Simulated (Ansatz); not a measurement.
**BH4NS: one structure at several levels**

The task here is to estimate one member of a computed series from the others.

Method: single points in def2-TZVPP; program: Ansatz 0.2.0, Gaussian basis.

Cores are frozen in the correlated methods. B3LYP uses VWN-RPA correlation.

### Where the work starts

SMILES `NBS`, 7 atoms, charge 0, spin multiplicity 1.

Atoms are counted from 1 here; the program's logs count them from 0.

Bond lengths: N1–B2 1.369 Å, N1–H4 0.992 Å, N1–H5 1.014 Å, B2–S3 1.861 Å, B2–H6 1.157 Å, S3–H7 1.336 Å. Angles: B2–N1–H4 126.3°, B2–N1–H5 118.2°, H4–N1–H5 115.5°, N1–B2–S3 120.2°, N1–B2–H6 124.9°, S3–B2–H6 114.8°, B2–S3–H7 97.1°.

As a file:

```mol
BH4NS
  3D, bonds by distance, orders not assigned

  7  6  0  0  0  0  0  0  0  0999 V2000
   -0.6183    0.3679   -0.5930 N   0  0
   -0.0222    0.2197    0.6306 B   0  0
    1.3522   -1.0139    0.8594 S   0  0
   -0.3798   -0.1162   -1.4251 H   0  0
   -1.3617    1.0509   -0.6838 H   0  0
   -0.2628    0.8579    1.5651 H   0  0
    1.3361   -1.5113   -0.3805 H   0  0
  1  2  8  0
  1  4  8  0
  1  5  8  0
  2  3  8  0
  2  6  8  0
  3  7  8  0
M  END
```

The first run:

File run/in.yaml:

```yaml
crystal:
  periodic: [false, false, false]
  atoms:
    - {symbol: N, position_ang: [-0.618300, 0.367900, -0.593000]}
    - {symbol: B, position_ang: [-0.022200, 0.219700, 0.630600]}
    - {symbol: S, position_ang: [1.352200, -1.013900, 0.859400]}
    - {symbol: H, position_ang: [-0.379800, -0.116200, -1.425100]}
    - {symbol: H, position_ang: [-1.361700, 1.050900, -0.683800]}
    - {symbol: H, position_ang: [-0.262800, 0.857900, 1.565100]}
    - {symbol: H, position_ang: [1.336100, -1.511300, -0.380500]}
basis:
  gaussian: {orbitals: def2-TZVPP}
correlation: {method: ccsd_t}
output: {forces: true}
```

The command line of these runs was not kept.

Among the steps run: CCSD(T)/def2-TZVPP; PBE0-D4/def2-TZVPP; wB97M-V/def2-TZVPP; r2SCAN-D4/def2-TZVPP; PBE-D4/def2-TZVPP; BHLYP-D4/def2-TZVPP; B3LYP-D4/def2-TZVPP.

One of the session's tables, all rows but one given; the rest of the session is left out.

| method | RMS force component (eV/Å) | angle to CCSD(T) forces (°) | dipole (D) |
| --- | --- | --- | --- |
| CCSD(T) | 0.681 | reference | 2.91 |
| PBE0-D4 | 0.669 | 10.2 | 2.94 |
| wB97M-V | 0.641 | 5.7 | 2.92 |
| r2SCAN-D4 | 0.658 | 7.5 | 2.96 |
| PBE-D4 | ? | ? | ? |
| BHLYP-D4 | 0.634 | 16.3 | 2.90 |
| B3LYP-D4 | 0.630 | 7.2 | 2.89 |

Estimate the missing values for PBE-D4.

As computed: RMS force component (eV/Å): 0.704; angle to CCSD(T) forces (°): 15.6; dipole (D): 2.91. In the column «RMS force component (eV/Å)» it is the highest.
